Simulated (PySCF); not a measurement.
A species of formula C2H4F2 has this rotational fingerprint, computed with PBE0-D3(BJ)/def2-SVP geometry optimisation, gas phase in PySCF 2.14.0:

```
Rotational constants : A = 17542, B = 5074, C = 4429 MHz
Dipole components    : |μa| = 0.00 D, |μb| = 2.54 D, |μc| = 0.00 D
Inertial defect      : -14.30 u·Å²
κ                    : -0.90
```

Question: Which structure is it? (One computed conformer of each.)
A. `[F:1][CH2:2][CH2:3][F:4]` with F1–C2–C3–F4 69° (1,2-difluoroethane)
B. `FC(C)F`

Answer: A. It is FCCF, a near-prolate asymmetric top, point group C2. The candidates at the same level (rigid rotor, commonest isotopes):

```tsv
SMILES	A (MHz)	B (MHz)	C (MHz)	μa (D)	μb (D)	μc (D)	Δ (u·Å²)	point group	rotor
FCCF	17542	5074	4429	0.00	2.54	0.00	-14.30	C2	near-prolate asymmetric top
CC(F)F	9560	9046	5216	1.84	0.00	0.95	-11.85	Cs	asymmetric top
```

`CC(F)F` has B 78 % too high. In the right answer the symmetry axis of this C2 structure is b, so μa and μc vanish by symmetry. No structure here is proved a minimum.
